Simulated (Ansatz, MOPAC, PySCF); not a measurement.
Species: beryllium hydride, BeH, charge 0, multiplicity 2. SMILES: [BeH]
Geometry: optimised at B3LYP-D3(BJ)/def2-TZVP (Ansatz, an electronic-structure program).

Unscaled harmonic wavenumbers (cm⁻¹) in rising order, each level at the stationary point that it reaches from this structure (no distance between atoms moves by over 0.3 Å); the order of modes can differ between levels, and a negative number is imaginary. B3LYP-D3(BJ)/def2-TZVP (PySCF, at the structure above): 2033.

PM3 (MOPAC): 1800. Zero-point energy 2.6 against 2.9 kcal/mol; where all levels lie over 400 cm⁻¹, the wavenumbers are on average 0.886 times those of B3LYP-D3(BJ)/def2-TZVP.

PM7 (MOPAC): 2998. Zero-point energy 4.3 against 2.9 kcal/mol; where all levels lie over 400 cm⁻¹, the wavenumbers are on average 1.475 times those of B3LYP-D3(BJ)/def2-TZVP.

HF/3-21G (Ansatz): 2120. Zero-point energy 3.0 against 2.9 kcal/mol; where all levels lie over 400 cm⁻¹, the wavenumbers are on average 1.043 times those of B3LYP-D3(BJ)/def2-TZVP.

B3LYP/6-31G* (Ansatz): 2068. Zero-point energy 3.0 against 2.9 kcal/mol; where all levels lie over 400 cm⁻¹, the wavenumbers are on average 1.017 times those of B3LYP-D3(BJ)/def2-TZVP.
